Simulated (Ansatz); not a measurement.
# CS (singlet): wave-function methods side by side, cc-pV(D+d)Z

Aim: climb from Hartree-Fock through coupled cluster and multireference methods for CS (singlet) at one geometry and basis, and see what each rung misses.

The runs use Ansatz 0.2.0, Gaussian basis; cc-pV(D+d)Z, core rule «outside noble gas», up to 6 orbitals frozen.

To be run: UHF; CCSD(T) on RHF; BCCD(T) on RHF; CISD; CCSDT(Q) on RHF; CISDTQ; CCSDTQ on RHF; CASSCF and MRCISD+Q, 10 electrons in 8 orbitals; CASSCF and NEVPT2, 10 electrons in 8 orbitals.

9 further runs of the same task are left out: 9 set aside as unsound or not needed.

## 1. The system

The geometry is an MP2(full)/6-31G* stationary point (not a proven minimum).

2 atoms, charge 0, spin multiplicity 1.

Atoms are counted from 1 here; the program's logs count them from 0.

Bond lengths: C1–S2 1.545 Å.

## 2. UHF

The input, in.yaml:

```yaml
crystal:
  periodic: [false, false, false]
  atoms:
    - {symbol: C, position_ang: [0.000000, 0.000000, 0.000000]}
    - {symbol: S, position_ang: [0.000000, 0.000000, 1.544650]}
basis:
  gaussian: {orbitals: "cc-pV(D+d)Z.json"}
magnetization: {spin_polarized: true, initial_magnetization: 0}
hamiltonian: {xc: hf}
output: {orbitals: {seedname: orbitals}}
```

Command:

```bash
$ ansatz run in.yaml --threads 1 --pin off --events-out ev --progress --plain --max-ram 3956MiB --backend cpu
```

The runs that follow: CCSD(T) on RHF; BCCD(T) on RHF; CISD; CCSDT(Q) on RHF; CISDTQ; CCSDTQ on RHF; CASSCF and MRCISD+Q, 10 electrons in 8 orbitals; CASSCF and NEVPT2, 10 electrons in 8 orbitals.

**Question.** What will the summary of the whole plan be? Wanted: RCCSDTQ below the RHF energy; RMP2 from RCCSDTQ; RCCSD from RCCSDTQ; RCCSD(T) from RCCSDTQ; RCCSDT(Q) from RCCSDTQ; NEVPT2 valence from RCCSDTQ; MRCISD+Q valence from RCCSDTQ; T1 diagnostic; effectively unpaired electrons.

The runs gave:

| quantity | value |
| --- | --- |
| RCCSDTQ below the RHF energy | -7.6222 eV |
| RMP2 from RCCSDTQ | +949.9 meV |
| RCCSD from RCCSDTQ | +454.3 meV |
| RCCSD(T) from RCCSDTQ | +48.5 meV |
| RCCSDT(Q) from RCCSDTQ | -3.2 meV |
| NEVPT2 valence from RCCSDTQ | +1004.6 meV |
| MRCISD+Q valence from RCCSDTQ | +1.4 meV |
| levels within 1 kcal/mol (43 meV) | RCCSDT, RCCSDT(Q), MRCISD+Q valence |
| T1 diagnostic | 0.026 |
| effectively unpaired electrons | 0.08 |

**Reading.** RCCSD(T) lands +48.5 meV from the yardstick (0.6 % of the correlation energy). One determinant dominates. Of the multireference levels listed MRCISD+Q valence comes nearest in total energy (+1.4 meV), which doesn't show that its space is the better one. These misses are within one basis, not against nature.
